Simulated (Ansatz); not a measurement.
Born–Oppenheimer molecular dynamics of C₃H₆N₂O (12 atoms, charge 0, multiplicity 1). It starts from a relaxed structure.

These are results of Ansatz, RKS PBE0-D4/STO-3G, not measurements.

| Item | Value |
| --- | --- |
| ensemble | NVE (velocity Verlet) |
| time step | 0.5 fs |
| steps asked | 250 |
| starting velocities drawn for | 300 K |
| masses | H 2.014 u |
| seed | 676546 |

First frame:

```xyz
12
Properties=species:S:1:pos:R:3
C -0.473 -1.052 1.031
N 0.510 -0.074 0.446
C 0.975 -0.355 -0.994
N 0.441 1.024 -1.445
C -0.053 1.113 -0.196
O -0.801 2.079 0.446
H 0.076 -1.958 1.330
H -1.281 -1.337 0.332
H -0.919 -0.595 1.927
H 2.071 -0.475 -1.083
H 0.447 -1.202 -1.472
H -0.916 2.778 -0.288
```

How far do the bonds stretch over the last three quarters of this one trajectory? (Pairs bonded in most of those frames.)


| bond | mean (Å) | spread (Å) | shortest | longest |
| --- | --- | --- | --- | --- |
| C1–N2 | 1.502 | 0.015 | 1.48 | 1.53 |
| C1–H7 | 1.102 | 0.007 | 1.08 | 1.12 |
| C1–H8 | 1.107 | 0.017 | 1.08 | 1.13 |
| C1–H9 | 1.103 | 0.008 | 1.09 | 1.12 |
| N2–C3 | 1.539 | 0.030 | 1.49 | 1.59 |
| N2–C5 | 1.458 | 0.018 | 1.42 | 1.49 |
| C3–N4 | 1.545 | 0.023 | 1.50 | 1.59 |
| C3–H10 | 1.108 | 0.006 | 1.10 | 1.12 |
| C3–H11 | 1.107 | 0.006 | 1.10 | 1.12 |
| N4–C5 | 1.348 | 0.013 | 1.32 | 1.37 |
| C5–O6 | 1.380 | 0.016 | 1.35 | 1.41 |
| O6–H12 | 1.021 | 0.003 | 1.01 | 1.03 |

Mean temperature of the second half: 154 K. The conserved energy stayed within 0.067 meV per atom of its start (net change 0.035 meV per atom), so the integration is sound. The temperature averaged 0.51 of the 300 K drawn at the start: a run that starts near a minimum puts about half its kinetic energy into the potential. A run of 0.12 ps of so small a system gives no equilibrium averages. Limits of this set-up: minimal basis.

Time of the run: 7.8 min on 1 thread of Arm Neoverse V1 (shared host), peak memory 0.089 GiB.
